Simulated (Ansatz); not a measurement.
**N2H (dinitrogen monohydride): levels of theory compared**

Aim: a comparison of 6 runs (U-wB97M-V/STO-3G, UBHLYP/STO-3G, UBLYP/STO-3G, RPA@PBE/STO-3G, UBCCD(T)/STO-3G, UCCSDT/STO-3G) of N2H (dinitrogen monohydride). 

The calculation is run with Ansatz 0.2.0.

34 further runs of the same task are left out: 34 set aside as unsound or not needed.

## 1. The molecule

N2H: 3 atoms, total charge 0, spin state doublet. SMILES: `[N]=N`. The H3–N2 distance was set to 2.592 Å, away from the relaxed value. At this shape a bond of the SMILES string is far longer than usual.

Bond lengths: N1–N2 1.164 Å.

## 2. The energy at U-wB97M-V/STO-3G (run 1)

Contents of input.yaml:

```yaml
crystal:
  periodic: [false, false, false]
  atoms:
    - {symbol: "N", position_ang: [1.058526, -2.157222, 0.354830]}
    - {symbol: N, position_ang: [0.100156, -1.702162, -0.123130]}
    - {symbol: H, position_ang: [-0.472040, 0.825820, -0.172480]}
basis:
  gaussian:
    orbitals: STO-3G
total_charge: 0
magnetization:
  spin_polarized: true
  initial_magnetization: 1
hamiltonian:
  xc: {name: wB97M-V}
accuracy: high
```

Command:

```sh
$ ansatz run input.yaml --threads 1 --pin off --max-ram 2610MiB --events-out events.jsonl --progress --plain --runs-dir runs
```

Output:

```text
Warning: RAYON_NUM_THREADS=1 ignored (pool sized by the plan → 1); use --threads N
Functional definition: wB97M-V
  name "wB97M-V"
  parameter omega = 0.3/bohr
  parameter cx = 0.15
  parameter cx01 = 1.007
  parameter cx10 = 0.259
  parameter css00 = 0.443
  parameter css04 = -1.437
  parameter css10 = -4.535
  parameter css20 = -3.390
  parameter css43 = 4.278
  parameter cos00 = 1.000
  parameter cos10 = 1.358
  parameter cos20 = 2.924
  parameter cos21 = -8.812
  parameter cos60 = -1.390
  parameter cos61 = 9.142
  parameter b = 6.0
  parameter c = 0.01
  gx(w, u) = 1 - cx + cx01*u + cx10*w
  gss(w, u) = css00 + css04*u^4 + css10*w + css20*w^2 + css43*w^4*u^3
  gos(w, u) = cos00 + cos10*w + (cos20 + cos21*u)*w^2 + (cos60 + cos61*u)*w^6
  exchange = spin_sum(e_x_unif_sr(omega)*gx(b97_w, b97_u_x)) + cx*exact_x_sr(omega) + exact_x_lr(omega)
  correlation = spin_sum(e_c_pw_mod_same_spin*gss(b97_w, b97_u_same))
      + integral(e_c_pw_mod_opposite_spin*gos(b97_w_opposite, b97_u_opposite)) + vv10(b, c)
167 factors; integrals over basis functions are off by at most 1.4e-8 eV
96 factors; integrals over basis functions are off by at most 6.0e-10 eV
mean field evaluation 1: about -2953.1248 eV, gradient 4.3e0 eV
mean field evaluation 2: about -2953.3034 eV, gradient 9.7e-1 eV
mean field evaluation 4: about -2953.3181 eV, gradient 3.3e-1 eV
mean field evaluation 8: about -2953.2679 eV, gradient 6.0e-3 eV
mean field evaluation 16: about -2953.2679 eV, gradient 5.7e-6 eV
mean field -2953.26792250 eV, -108.5305943549 hartree, gradient 2.3e-8 eV, S^2 0.750031; 0 other end points of the search recorded, 0 dependent functions left out
reference -2953.26792410 eV, -108.5305944136 hartree; 8, 7 occupied and 3, 4 virtual orbitals, 167 factors
Total energy: -2953.26792410 eV, -108.5305944136 hartree
```

It took 8.7 s on 1 thread of Arm Neoverse V1, shared host; peak memory 0.29 GiB.

## 3. A single-point energy at UBHLYP/STO-3G (run 2)

Contents of molecule.yaml:

```yaml
crystal:
  periodic: [false, false, false]
  atoms:
    - {symbol: "N", position_ang: [1.058526, -2.157222, 0.354830]}
    - {symbol: N, position_ang: [0.100156, -1.702162, -0.123130]}
    - {symbol: H, position_ang: [-0.472040, 0.825820, -0.172480]}
basis:
  gaussian: {orbitals: STO-3G}
magnetization: {spin_polarized: true, initial_magnetization: 1}
hamiltonian: {xc: {name: BHLYP}}
accuracy: high
```

Command:

```sh
$ ansatz run molecule.yaml --threads 1 --pin off --max-ram 2610MiB --events-out events.jsonl --progress --plain --runs-dir runs
```

Output:

```text
Warning: RAYON_NUM_THREADS=1 ignored (pool sized by the plan → 1); use --threads N
Functional definition: BHLYP
  name "BHLYP"
  parameter a = 0.5
  exchange = (1 - a)*b88_x + a*exact_x
  correlation = lyp_c
167 factors; integrals over basis functions are off by at most 1.4e-8 eV
mean field evaluation 1: about -2951.4508 eV, gradient 3.2e0 eV
mean field evaluation 2: about -2951.5688 eV, gradient 6.0e-1 eV
mean field evaluation 4: about -2951.5737 eV, gradient 1.1e-1 eV
mean field evaluation 8: about -2951.5463 eV, gradient 3.6e-3 eV
mean field evaluation 16: about -2951.5463 eV, gradient 6.7e-7 eV
mean field -2951.54631430 eV, -108.4673264207 hartree, gradient 4.3e-8 eV, S^2 0.750120; 0 other end points of the search recorded, 0 dependent functions left out
reference -2951.54632924 eV, -108.4673269695 hartree; 8, 7 occupied and 3, 4 virtual orbitals, 167 factors
Total energy: -2951.54632924 eV, -108.4673269695 hartree
```

It took 0.7 s on 1 thread of Arm Neoverse V1, shared host.

Runs 3 to 4 aren't shown in full; the table further down has their settings and results.

## 4. A single-point energy at UBCCD(T)/STO-3G (run 5)

Contents of molecule.yaml:

```yaml
crystal:
  periodic: [false, false, false]
  atoms:
    - {symbol: "N", position_ang: [1.058526, -2.157222, 0.354830]}
    - {symbol: "N", position_ang: [0.100156, -1.702162, -0.123130]}
    - {symbol: H, position_ang: [-0.472040, 0.825820, -0.172480]}
basis:
  gaussian:
    orbitals: STO-3G
magnetization:
  spin_polarized: true
  initial_magnetization: 1
correlation:
  method: bccd_t
  frozen_orbitals: {H: 0, "N": 1}
accuracy: high
scf:
  omitted_lower_state_checks: [cluster_reference, increment]
```

Command:

```sh
$ ansatz run molecule.yaml --threads 1 --pin off --max-ram 2610MiB --events-out events.jsonl --progress --plain --runs-dir runs
```

Output, shortened:

```text
Warning: RAYON_NUM_THREADS=1 ignored (pool sized by the plan → 1); use --threads N
Functional definition: HF
  name "HF"
[...]
167 factors; integrals over basis functions are off by at most 1.4e-8 eV
[...]
mean field -2937.95655384 eV, -107.9679119351 hartree, gradient 6.5e-8 eV, S^2 1.117041; 0 other end points of the search recorded, 0 dependent functions left out
2 core orbitals not correlated: weight in the atoms' cores, before any rotation towards them, 1.000 or more for the frozen orbitals, at most 0.000 for the correlated occupied ones
reference -2937.95655384 eV, -107.9679119351 hartree; 6, 5 occupied and 3, 4 virtual orbitals, 167 factors
second order -3.49823785 eV of doubles, -0.00000000 eV of singles
cycle   1  -3.76644405 eV  change   -2.7e-1 eV  update   1.1e-1
[...]
cycle  29  -4.56358664 eV  change  -6.0e-11 eV  update  1.1e-10
perturbative correction -0.05555849 eV, -0.0020417369 hartree
Total energy: -2942.57569898 eV, -108.1376623879 hartree
Checks for a lower state left out: cluster_reference, increment
```

Wall time 0.34 s (1 thread of Arm Neoverse V1, shared host).

## 5. The energy at UCCSDT/STO-3G (run 6)

Contents of molecule.yaml:

```yaml
basis:
  gaussian: {orbitals: STO-3G}
crystal:
  periodic: [false, false, false]
  atoms:
    - {symbol: "N", position_ang: [1.058526, -2.157222, 0.354830]}
    - {symbol: N, position_ang: [0.100156, -1.702162, -0.123130]}
    - {symbol: H, position_ang: [-0.472040, 0.825820, -0.172480]}
magnetization: {spin_polarized: true, initial_magnetization: 1}
correlation: {method: ccsdt, frozen_orbitals: {H: 0, "N": 1}}
accuracy: high
scf: {omitted_lower_state_checks: [cluster_reference, increment]}
```

Command:

```sh
$ ansatz run molecule.yaml --threads 1 --pin off --max-ram 2610MiB --events-out events.jsonl --progress --plain --runs-dir runs
```

Output, shortened:

```text
Warning: RAYON_NUM_THREADS=1 ignored (pool sized by the plan → 1); use --threads N
Functional definition: HF
  name "HF"
[...]
167 factors; integrals over basis functions are off by at most 1.4e-8 eV
[...]
mean field -2937.95655384 eV, -107.9679119351 hartree, gradient 6.5e-8 eV, S^2 1.117041; 0 other end points of the search recorded, 0 dependent functions left out
2 core orbitals not correlated: weight in the atoms' cores, before any rotation towards them, 1.000 or more for the frozen orbitals, at most 0.000 for the correlated occupied ones
reference -2937.95655384 eV, -107.9679119351 hartree; 6, 5 occupied and 3, 4 virtual orbitals, 167 factors
second order -3.49823785 eV of doubles, -0.00000000 eV of singles
cycle   1  -3.57208908 eV  change   -7.4e-2 eV  update   1.2e-1
[...]
cycle  27  -4.61310077 eV  change   9.1e-11 eV  update  4.2e-10
Total energy: -2942.56965461 eV, -108.1374402615 hartree
Checks for a lower state left out: cluster_reference, increment
```

It took 0.7 s on 1 thread of Arm Neoverse V1, shared host.

## 6. All runs side by side

```csv
run,level,frozen core orbitals,energy (Eh),⟨S²⟩,wall time
1,U-wB97M-V/STO-3G,–,-108.530594,0.750,8.7 s
2,UBHLYP/STO-3G,–,-108.467327,0.750,0.7 s
3,UBLYP/STO-3G,–,-108.495172,0.750,0.62 s
4,RPA@PBE/STO-3G,2,-108.195247,0.750,0.76 s
5,UBCCD(T)/STO-3G,2,-108.137662,1.117,0.34 s
6,UCCSDT/STO-3G,2,-108.137440,1.117,0.7 s
```

## 7. Results

```
                                          quantity          value
                               run 6: total energy  -108.13744 Eh
run 6: correlation energy (2 core orbitals frozen)     -169.5 mEh
          run 6: ⟨S²⟩ of the reference determinant          1.117
                              run 6: T1 diagnostic          0.074
```

**Reading.** Totals of different functionals can't be ranked against each other. In runs 1, 2, 3, 4, 5, 6 the basis is minimal, so the values are rough. Spin contamination of the reference: run 5 ⟨S²⟩ = 1.12, run 6 ⟨S²⟩ = 1.12. All runs together took 12 s, the longest 8.7 s.
